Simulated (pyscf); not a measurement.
Thermochemistry of product channels of `[OH][SiH3]` + `[F]` [doublet] on the doublet surface, in kcal/mol, from ωB97M-D3(BJ)/def2-TZVP energies (ideal gas, 1 atm, RRHO with modes under 100 cm⁻¹ raised to 100, one conformer, R ln 2 for rigid chiral ones). Optimised with ωB97X-D3(BJ)/def2-SVP in PySCF.

```
products                                ΔE  ΔH(298 K)  ΔG(298 K)  ΔG(900 K)
-----------------------------------  -----  ---------  ---------  ---------
`[OH][SiH2][F]` + `[H]` [doublet]      [?]      -64.9      -64.0      -63.0
`[O][SiH2][F]` [doublet] + `[H][H]`    [?]      -50.5      -50.4      -50.8
`[OH][SiH2]` [doublet] + `[FH]`      -39.5      -39.2      -41.2        [?]
```

Task: What belongs in the gaps?

Result: 
- `[OH][SiH2][F]` + `[H]` [doublet], ΔE: -62.4
- `[O][SiH2][F]` [doublet] + `[H][H]`, ΔE: -46.8
- `[OH][SiH2]` [doublet] + `[FH]`, ΔG(900 K): -45.3

These are energies of the channels, which say nothing of barriers. •O–SiH₂–F lies 23.3 kcal/mol over its isomer HO–SiH•–F, and others may lie lower still (electronic energy, ωB97M-D3(BJ)). Left out: orbital degeneracy and the spin-orbit lowering of F.
